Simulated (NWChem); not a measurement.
BCl₃; SMILES ClB(Cl)Cl

Computed with NWChem. Pople sets run with spherical d functions. The level has its own optimisation; frequencies are unscaled.

Problem. What does the run give for Hartree-Fock/6-31G*? Quantities: r B–Cl (Å); highest harmonic frequency (cm⁻¹); lowest (cm⁻¹); zero-point energy (kcal/mol).

Solution. The r B–Cl (Å) is 1.744, the highest harmonic frequency (cm⁻¹) is 1012 and the lowest (cm⁻¹) comes out as 276. The zero-point energy (kcal/mol) is 5.1.
